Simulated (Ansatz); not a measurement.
Write a Python script for the Python package of Ansatz (0.2.0) that makes a ladder of basis sets of C2HNa, SMILES C#[C][Na]. Level of theory (for the species named): PBE0, STO-3G basis, multiplicity 1. The script varies basis: STO-3G, 6-31G, 6-31G*, def2-SVP, def2-SVPD, def2-TZVP, def2-TZVPP.

```xyz
4

C    -0.0622    0.8199   -0.1187
C     0.0257   -0.3227    0.0414
Na    0.2516   -2.4734    0.3428
H    -0.1596    1.9158   -0.2859
```

The script, `run_basis.py`:
```python
import ansatz as az
from ase import Atoms


def main() -> None:
    atoms = Atoms(['C', 'C', 'Na', 'H'], positions=[
        (-0.0622, 0.8199, -0.1187),
        (0.0257, -0.3227, 0.0414),
        (0.2516, -2.4734, 0.3428),
        (-0.1596, 1.9158, -0.2859),
    ])
    molecule = az.Crystal.molecule_from_ase(atoms)

    model = molecule.calculation().functional('pbe0')

    energies = {}
    for basis in ['STO-3G', '6-31G', '6-31G*', 'def2-SVP', 'def2-SVPD', 'def2-TZVP', 'def2-TZVPP']:
        report = model.basis(gaussian=basis).run(threads=1, backend='cpu').report
        size = report['n_frozen'] + report['n_occupied'][0] + report['n_virtual'][0]
        energies[basis] = (report['reference_energy_ev'] / 27.211386246, report['free_energy_ev'] / 27.211386246)
        print(f'{basis:14s} {size:4d} orbitals  reference {energies[basis][0]:14.6f} Ha  total {energies[basis][1]:14.6f} Ha')

    last = energies['def2-TZVPP'][1]
    for basis, (_, total) in energies.items():
        print(f'{basis:14s} lies {27.211386 * (total - last):9.4f} eV above def2-TZVPP')


if __name__ == '__main__':
    main()
```

```console
$ python run_basis.py
STO-3G           20 orbitals  reference    -235.824995 Ha  total    -235.824995 Ha
6-31G            33 orbitals  reference    -238.772751 Ha  total    -238.772751 Ha
6-31G*           51 orbitals  reference    -238.790747 Ha  total    -238.790747 Ha
def2-SVP         48 orbitals  reference    -238.689399 Ha  total    -238.689399 Ha
def2-SVPD        66 orbitals  reference    -238.694284 Ha  total    -238.694284 Ha
def2-TZVP       100 orbitals  reference    -238.839981 Ha  total    -238.839981 Ha
def2-TZVPP      108 orbitals  reference    -238.840431 Ha  total    -238.840431 Ha
STO-3G         lies   82.0542 eV above def2-TZVPP
6-31G          lies    1.8417 eV above def2-TZVPP
6-31G*         lies    1.3520 eV above def2-TZVPP
def2-SVP       lies    4.1098 eV above def2-TZVPP
def2-SVPD      lies    3.9769 eV above def2-TZVPP
def2-TZVP      lies    0.0122 eV above def2-TZVPP
def2-TZVPP     lies    0.0000 eV above def2-TZVPP
```

Against STO-3G: 6-31G -2947.8 mHa, 6-31G* -2965.8 mHa, def2-SVP -2864.4 mHa, def2-SVPD -2869.3 mHa, def2-TZVP -3015.0 mHa and def2-TZVPP -3015.4 mHa. The last step alone is -0.45 mHa (these two sets differ little on atoms other than hydrogen).

The drop along the ladder measures the basis error, and is no property of the molecule. The geometry is a force-field or estimated start, not a minimum of this method, and the last set is no limit. Much of the fall in a total is atomic energy, which cancels in bond and reaction energies. Totals across families of basis sets mostly measure their core functions. Finished in 5.9 s on 1 thread of Arm Neoverse V2, on a shared host, peak memory 0.23 GiB.

(Lines on the test bed's own set-up are left out of the output.)
